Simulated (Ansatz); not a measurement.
Calculation: frozen-core CCSD(T)/cc-pVTZ // PBE-D3(BJ)/def2-TZVP run with Ansatz (a program for electronic structure). The restricted HF reference is unstable towards unrestricted orbitals.

Ansatz 0.2 input:
```yaml
crystal:
  periodic: [false, false, false]
  atoms:
    - { symbol: C, position_ang: [0.316452, 0.963447, 0.176506] }
    - { symbol: C, position_ang: [-0.95972, 0.31119, 0.204021] }
    - { symbol: C, position_ang: [-0.728443, -0.992855, -0.125254] }
    - { symbol: O, position_ang: [0.604595, -1.198008, -0.357695] }
    - { symbol: C, position_ang: [1.226144, 0.006662, -0.169135] }
    - { symbol: H, position_ang: [0.527255, 2.007314, 0.385606] }
    - { symbol: H, position_ang: [-1.921549, 0.755483, 0.439199] }
    - { symbol: H, position_ang: [-1.364849, -1.863629, -0.235702] }
    - { symbol: H, position_ang: [2.300117, 0.010394, -0.317545] }
basis:
  gaussian: { orbitals: cc-pVTZ }
correlation:
  method: ccsd_t
```

Output:

```
Functional definition: HF
1203 factors; integrals over basis functions are off by at most 1.1e-3 eV
mean field evaluation 1: about -6220.2587 eV, gradient 3.1e1 eV
mean field evaluation 2: about -6220.6428 eV, gradient 3.1e1 eV
mean field evaluation 4: about -6223.3202 eV, gradient 4.2e0 eV
mean field evaluation 8: about -6223.3752 eV, gradient 3.0e-1 eV
mean field evaluation 16: about -6220.2593 eV, gradient 3.1e1 eV
mean field -6223.37565978 eV, -228.7048371412 hartree, gradient 2.6e-6 eV, S^2 0.000000; 0 other end points of the search recorded, 0 dependent functions left out; unrestricted orbitals would lower it
5 core orbitals not correlated
reference -6223.37565978 eV, -228.7048371412 hartree; 13, 13 occupied and 188, 188 virtual orbitals, 1203 factors
second order -23.69996876 eV of doubles, -0.00000000 eV of singles
cycle   1  -23.31698422 eV  change    3.8e-1 eV  update   1.2e-1
cycle   2  -23.94774033 eV  change   -6.3e-1 eV  update   3.7e-2
cycle   3  -24.09840713 eV  change   -1.5e-1 eV  update   1.8e-2
cycle   4  -24.08571600 eV  change    1.3e-2 eV  update   4.8e-3
cycle   5  -24.08499930 eV  change    7.2e-4 eV  update   2.4e-3
cycle   6  -24.08639900 eV  change   -1.4e-3 eV  update   8.3e-4
cycle   7  -24.08581153 eV  change    5.9e-4 eV  update   3.8e-4
cycle   8  -24.08569020 eV  change    1.2e-4 eV  update   1.4e-4
cycle   9  -24.08574783 eV  change   -5.8e-5 eV  update   3.4e-5
cycle  10  -24.08574276 eV  change    5.1e-6 eV  update   1.2e-5
perturbative correction -1.21827820 eV, -0.0447708980 hartree
Total energy: -6248.67968073 eV, -229.6347427598 hartree
```

Cost: around 3 core-minutes (rough).
